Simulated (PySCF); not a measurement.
# One elementary step

Start structure (BH3ClF, singlet), relaxed at PBE0-D4/def2-TZVP:

B1  (0.096, 0.144, -0.802)
Cl2  (1.004, -1.330, -0.486)
H3  (0.690, 1.171, -0.765)
H4  (-1.023, 0.026, -1.181)
H5  (-0.186, -0.356, 1.741)
F6  (-0.621, 0.403, 1.438)
(Å)

The step: BH₂Cl ([BH2][Cl]) + HF → BH₂F ([BH2][F]) + HCl; bonds formed: B1–F6, Cl2–H5; bonds broken: B1–Cl2, H5–F6. PySCF 2.14 with density fitting (its default auxiliary sets; JK sets also for MP2 and CCSD(T)); basis: def2-TZVPP and def2-QZVPP; cores frozen in the correlated methods. Extrapolation: Hartree–Fock as exp(−7.88 √X), correlation as X^−2.97. Energies below are by CCSD(T) at an estimated basis limit (MP2 extrapolated from triple and quadruple zeta, plus CCSD(T) − MP2 in triple zeta).

(1) What are the electronic barrier and the energy of the step, from the start structure to the end structure? (To be estimated.)

No T1 diagnostic of these runs exceeds 0.012.

## Answers

(1) Computed: Barrier 0.567 eV; step energy -0.429 eV (downhill); reverse barrier, their difference, 0.996 eV. Barrier and step energy count from the start structure, the reverse barrier from the end structure.

The saddle point: One imaginary mode of 878i cm⁻¹.
```tsv
pair	start (Å)	saddle (Å)	end (Å)
B1–F6	2.37	1.53	1.33
Cl2–H5	2.71	1.53	1.28
B1–Cl2	1.76	2.02	2.97
H5–F6	0.93	1.19	2.81
```

Zero-point energy (harmonic, PBE0-D4): ZPE is 0.898 eV at the start and 0.844 eV at the saddle, so the barrier goes from 0.567 to 0.513 eV.

Labels in which every atom is bracketed show which atoms are joined, not bond orders.

For scale, one of the runs: CCSD(T)/def2-TZVPP, 146 basis functions, launched by `OMP_NUM_THREADS=4 python run.py`. The run took 2 min on 4 CPU threads of an Intel Xeon (shared host), with 0.96 GiB of host memory at its peak.
